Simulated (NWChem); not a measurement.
NWChem input wanted

CH3AlO: 6 atoms, total charge 0, spin state singlet. SMILES: `[CH3][Al]=[O]`. The shape is that of a PBE0-D4/def2-TZVP optimisation.

```xyz
6

C    -0.4125    0.4982   -0.3154
Al    0.6967   -0.8414    0.5325
O     1.6117   -1.9463    1.2321
H     0.0652    1.4791   -0.2639
H    -1.3836    0.5609    0.1808
H    -0.5774    0.2494   -1.3661
```

Settings wanted:

```
task                          : energy
method                        : CCSD(T)
basis set                     : 3-21G
reference                     : RHF
frozen core orbitals          : 7
SCF convergence threshold     : 1e-08
iteration cap                 : 80
coupled cluster iteration cap : 60
module                        : ccsd(t)
d and f functions             : spherical
```

Question: Write the NWChem 7.3.0 input and the command.

Answer: One that was run (others would do as well):

mol.xyz:
```
6
CH3AlO energy
C     -0.412500     0.498200    -0.315400
Al     0.696700    -0.841400     0.532500
O      1.611700    -1.946300     1.232100
H      0.065200     1.479100    -0.263900
H     -1.383600     0.560900     0.180800
H     -0.577400     0.249400    -1.366100
```

mol.nw:
```
start mol
title "CH3AlO energy"
memory stack 880 mb heap 220 mb global 1100 mb

geometry noautosym nocenter noautoz
load mol.xyz
end

basis spherical bse
* library 3-21G
end

scf
thresh 1e-08
maxiter 80
noprint "final vectors analysis"
end

ccsd
freeze core 7
maxiter 60
end

task ccsd(t) energy
```

```bash
$ nwchem mol.nw > mol.out
```

Calculated total energy: -354.71071 Eh.
